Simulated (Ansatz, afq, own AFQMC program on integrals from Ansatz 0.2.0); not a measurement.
**SiH$_{4}$⁻, doublet in 6-31++G**, levels against CCSDT(Q)**

```xyz
5

Si    0.0000    0.0000    0.0000
H     0.8647    0.8681    0.8695
H    -0.8700   -0.8669    0.8654
H    -0.8649    0.8667   -0.8707
H     0.8702   -0.8679   -0.8642
```

Basis 6-31++G**. Noble-gas cores (and the filled d shells of Ga–Kr and In–Xe) are frozen. Ansatz 0.2.0 and our own AFQMC program on the same integrals; the CISD trial comes from CCSD amplitudes, and released means the phaseless constraint is let go. ± is one standard error of the sampling.

Determinant: UHF, the one that the program's search chose, which needn't be the lowest solution. The geometry is a PBE0/def2-TZVPD stationary point of this or a neighbouring charge and spin state.

No full CI on the walks' own integrals is used here; CCSDT(Q) serves as the reference and is uncertain by about the last step of the cluster series.

Cautions: at this level and basis the anion state lies above a neutral one.

```
T1 diagnostic                               : 0.0145
weight of the determinant in the CISD state : 0.920
⟨S²⟩ of the determinant                     : 0.751
size of the correlated space                : 9 electrons in 42 orbitals
```

```tsv
level	correlation energy (eV)
MP2	-3.1524
CCSD	-3.9047
CCSD(T)	-3.9864
```

Question: Estimate where phaseless AFQMC with a CISD trial lies against CCSD(T) on the same integrals.

Answer: 0.65 ± 0.04 mEh below CCSD(T).

Reference: CCSDT(Q), correlation energy -4.007 eV. The released energy is read at 2.40 1/Eh (meV from the phaseless value at times in 1/Eh: -0.1 ± 2.0 at 0.24, -2.9 ± 0.8 at 0.51, -3.0 ± 1.0 at 0.99, -2.8 ± 1.0 at 1.62, -3.7 ± 1.1 at 2.40).

| level | E − E(reference) (mEh) | share of correlation (%) |
| --- | --- | --- |
| CCSD(T) | 0.76 | 99.48 |
| CCSDT | 0.06 | 99.96 |
| ph-AFQMC/HF | 0.65 ± 0.64 | 99.56 |
| ph-AFQMC/CISD | 0.11 ± 0.04 | 99.92 |
| released AFQMC | -0.02 ± 0.04 | 100.02 |

A walk keeps the symmetry of its determinant, which the program's search chose and which needn't be the lowest solution, so a lower state of the same spin and another symmetry isn't excluded. Released energies are given only where the last usable release times agree within the noise; a slower fall can still hide under it.
